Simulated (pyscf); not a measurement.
Elimination: methylamine (H₃C–NH₂) → H₂C=NH + hydrogen (H₂)

Gas phase, singlet surface, charge 0. Bonds broken: C1–H3, N2–H6. Bonds formed: H3–H6. Structures and frequencies: ωB97X-D3(BJ)/def2-SVP in PySCF.

Transition state (Å):

```xyz
7

C     -0.2805     0.0266    -0.3551
N     -0.8592    -1.2068    -0.1901
H      0.3363     0.4751     0.9798
H     -0.8521     0.9632    -0.4916
H      0.6962     0.0479    -0.8607
H     -0.1343    -0.4451     0.8294
H     -1.8301    -1.0594     0.0982
```

One imaginary mode, 2406i cm⁻¹; descent along it reached the two sides named.

```json
[
 {"bond": "C1–H3", "change": "breaks", "reactant side (Å)": "1.110", "saddle": "1.537", "product side": "3.7"},
 {"bond": "N2–H6", "change": "breaks", "reactant side (Å)": "1.019", "saddle": "1.465", "product side": "2.488"},
 {"bond": "H3–H6", "change": "forms", "reactant side (Å)": "2.483", "saddle": "1.044", "product side": "0.763"}
]
```

Electronic energies relative to the reactant's lowest minimum found (eV):

```
level                   barrier  reaction energy  reverse barrier
----------------------  -------  ---------------  ---------------
ωB97X-D3(BJ)/def2-TZVP     4.83            +1.52             3.30
PBE/def2-TZVP              4.32            +1.44             2.87
r²SCAN/def2-TZVP           4.51            +1.49             3.01
B3LYP-D3(BJ)/def2-TZVP     4.63            +1.40             3.24
PBE0-D3(BJ)/def2-TZVP      4.62            +1.63             2.99
M06-2X/def2-TZVP           4.80            +1.48             3.32
ωB97M-D3(BJ)/def2-TZVP     4.75            +1.47             3.28
HF/def2-TZVP               5.38            +1.42             3.96
```

With ωB97M-D3(BJ)/def2-TZVP energies and thermal terms (ideal gas, 1 atm, RRHO with modes under 100 cm⁻¹ raised to 100, one conformer, R ln 2 for chiral ones without a mode under 150 cm⁻¹), in eV:

```tsv
T (K)	ΔH‡	ΔG‡	ΔH	ΔG
298	4.49	4.49	+1.16	+0.80
600	4.49	4.48	+1.20	+0.41
900	4.49	4.48	+1.22	+0.02
1200	4.49	4.48	+1.21	-0.38
```

The same reactants have a lower exit, to CH₃• + NH₂• (no saddle counted: cutting one bond costs +4.00 eV at ωB97M-D3(BJ)/def2-TZVP, against +4.75 eV here). This is the saddle that the search found; another between the same sides may lie lower.
